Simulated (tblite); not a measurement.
Species: 2-methoxypropene, C4H8O.
Bonds: C1–C2 (double), C2–C3, C2–O4, O4–C5. Hydrogens: H6, H7 on C1; H8, H9, H10 on C3; H11, H12, H13 on C5.

Computed with GFN2-xTB (tblite), gas phase: nudged elastic band of 9 images (0 to 8), spring 0.2 eV/Å², climbing image at the end, force threshold 0.05 eV/Å. No saddle search or frequency run followed, so the top image need not be a first-order saddle, and its height can exceed the method's true barrier by a kcal/mol or more.

The band describes a rotation about C2–O4 (vinylic carbon bearing oxygen, ether oxygen), followed by the dihedral C3–C2–O4–C5, from the optimised start (180°) to a second optimised geometry at 0°.

Task: Give the energy profile along the converged band.

Result: 
```json
{"image": "0", "dihedral (°)": "180", "E (kcal/mol)": "0.00", "C2–O4 (Å)": "1.366", "C3···C5 (Å)": "3.67", "largest true force (eV/Å)": "0.01"}
{"image": "1", "dihedral (°)": "-159", "E (kcal/mol)": "1.22", "C2–O4 (Å)": "1.368", "C3···C5 (Å)": "3.64", "largest true force (eV/Å)": "0.08"}
{"image": "2", "dihedral (°)": "-137", "E (kcal/mol)": "3.60", "C2–O4 (Å)": "1.375", "C3···C5 (Å)": "3.55", "largest true force (eV/Å)": "0.08"}
{"image": "3", "dihedral (°)": "-113", "E (kcal/mol)": "5.43", "C2–O4 (Å)": "1.386", "C3···C5 (Å)": "3.39", "largest true force (eV/Å)": "0.04"}
{"image": "4", "dihedral (°)": "-88", "E (kcal/mol)": "5.93", "C2–O4 (Å)": "1.388", "C3···C5 (Å)": "3.19", "largest true force (eV/Å)": "0.03"}
{"image": "5", "dihedral (°)": "-65", "E (kcal/mol)": "5.38", "C2–O4 (Å)": "1.382", "C3···C5 (Å)": "3.03", "largest true force (eV/Å)": "0.04"}
{"image": "6", "dihedral (°)": "-43", "E (kcal/mol)": "4.07", "C2–O4 (Å)": "1.375", "C3···C5 (Å)": "2.91", "largest true force (eV/Å)": "0.04"}
{"image": "7", "dihedral (°)": "-20", "E (kcal/mol)": "3.10", "C2–O4 (Å)": "1.372", "C3···C5 (Å)": "2.82", "largest true force (eV/Å)": "0.04"}
{"image": "8", "dihedral (°)": "0", "E (kcal/mol)": "2.93", "C2–O4 (Å)": "1.372", "C3···C5 (Å)": "2.80", "largest true force (eV/Å)": "0.01"}
```

Barriers of this band. The top is image 4 at -88°: 5.93 kcal/mol forward and 3.00 kcal/mol back; the end lies 2.93 kcal/mol above the start. The central bond is 0.022 Å longer at the top than at the start.

Task: What rate follows at 298 K for crossing this barrier forward?

Result: Taking the electronic barrier for the free energy of activation (no zero-point or entropy terms, transmission 1), rate = (kT/h)·exp(−ΔE/kT) ≈ 3 × 10^8 s⁻¹, whose inverse is 4 × 10^-9 s. An error of 1 kcal/mol in the barrier changes this by a factor of 5, and the method and the loose band can each miss by that much or more.

Task: How would the two end points share their population at 298 K, from these energies alone?

Result: exp(−ΔE/kT) with ΔE = 0.127 eV gives 0.0071 for the higher one (end) against 1 for the lower, without vibrational, rotational or degeneracy terms.

What follows is the cost of the whole band run. The run took 1.8 s of wall time on Arm Neoverse V1, one thread, on a shared host.
